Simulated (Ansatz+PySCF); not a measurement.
Values are calculated unless marked as measured or tabulated.
# Several solutions for singlet CH₃N

| atom | x (Å) | y (Å) | z (Å) |
| --- | --- | --- | --- |
| C | 0.0000 | -0.0442 | -0.5818 |
| N | 0.0000 | -0.0708 | 0.6821 |
| H | 0.0000 | 0.8839 | 1.0583 |
| H | 0.0000 | -0.9953 | -1.1394 |
| H | 0.0000 | 0.8722 | -1.2028 |

Basis set: def2-SVP (spherical functions). Charge 0, multiplicity 1.

CASSCF(2,2) was run from several starts with Ansatz (development build ahead of 0.2.0) and PySCF 2.14.0. The starts are those of the Hartree–Fock orbitals from which the active space was taken at the frontier.

| run | program | start | converged | energy (hartree) | <S²> |
| --- | --- | --- | --- | --- | --- |
| A | Ansatz | search for the lowest state | yes | -93.99208 | 0.00 |
| B | Ansatz | stability test followed | yes | -93.99208 | 0.00 |
| C | PySCF | program defaults | yes | -93.96552 | 0.00 |
| D | Ansatz | atomic start, no search | yes | -93.99208 | 0.00 |

**Question.** Which runs reached the lowest solution of this kind, and what is wrong with the others?

**Answer.** A, B, D reached the lowest solution found. Converged but too high: C by 0.72 eV. Convergence only shows a stationary point; in CASSCF the end hangs on which orbitals enter the active space. Caution: other starts end on other solutions of this active space.
